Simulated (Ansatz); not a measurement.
Relaxation of C$_{4}$H$_{9}$FO (15 atoms, charge 0, multiplicity 1), to a largest force component of 0.02 eV/Å in at most 40 steps.

All numbers below come from UKS B3LYP/STO-3G (Ansatz 0.2.0).

```xyz
15
Properties=species:S:1:pos:R:3
C -1.760 0.736 0.557
O -0.720 -0.055 0.915
C 0.093 -0.412 -0.205
C 1.151 -1.473 0.329
C 0.921 0.772 -0.745
F 0.102 1.565 -1.503
H -2.340 0.351 -0.286
H -1.421 1.803 0.286
H -2.475 0.880 1.447
H -0.494 -0.842 -0.962
H 1.729 -1.851 -0.436
H 0.532 -2.325 0.752
H 1.642 -1.069 1.138
H 1.271 1.424 0.099
H 1.748 0.445 -1.358
```

Task: Where does it end, and by what steps?

Result: The forces met the threshold. Limits of this set-up: minimal basis. After 9 steps the energy has fallen by 1.070 eV; H8 moved furthest, 0.47 Å.

```json
{"step": "0", "energy less start (eV)": "0.0000", "largest force component (eV/Å)": "6.083", "accepted": "yes"}
{"step": "1", "energy less start (eV)": "-0.9356", "largest force component (eV/Å)": "1.514", "accepted": "yes"}
{"step": "2", "energy less start (eV)": "-1.0372", "largest force component (eV/Å)": "0.456", "accepted": "yes"}
{"step": "3", "energy less start (eV)": "-1.0520", "largest force component (eV/Å)": "0.121", "accepted": "yes"}
{"step": "4", "energy less start (eV)": "-1.0585", "largest force component (eV/Å)": "0.119", "accepted": "yes"}
{"step": "5", "energy less start (eV)": "-1.0625", "largest force component (eV/Å)": "0.278", "accepted": "yes"}
{"step": "6", "energy less start (eV)": "-1.0674", "largest force component (eV/Å)": "0.117", "accepted": "yes"}
{"step": "7", "energy less start (eV)": "-1.0698", "largest force component (eV/Å)": "0.048", "accepted": "yes"}
{"step": "8", "energy less start (eV)": "-1.0692", "largest force component (eV/Å)": "0.120", "accepted": "no"}
{"step": "9", "energy less start (eV)": "-1.0700", "largest force component (eV/Å)": "0.007", "accepted": "yes"}
```

```xyz
15
Properties=species:S:1:pos:R:3
C -1.845 0.756 0.505
O -0.738 -0.083 1.007
C 0.117 -0.417 -0.149
C 1.113 -1.514 0.342
C 0.924 0.849 -0.688
F 0.085 1.796 -1.319
H -2.569 0.164 -0.097
H -1.463 1.589 -0.127
H -2.367 1.161 1.392
H -0.492 -0.821 -0.994
H 1.752 -1.851 -0.488
H 0.554 -2.377 0.733
H 1.753 -1.118 1.145
H 1.452 1.322 0.177
H 1.702 0.493 -1.408
```

Whether the end is a true minimum wasn't checked by a vibrational analysis.

The run took 47 s on 1 thread of Arm Neoverse V2 (shared host), peak memory 0.15 GiB.
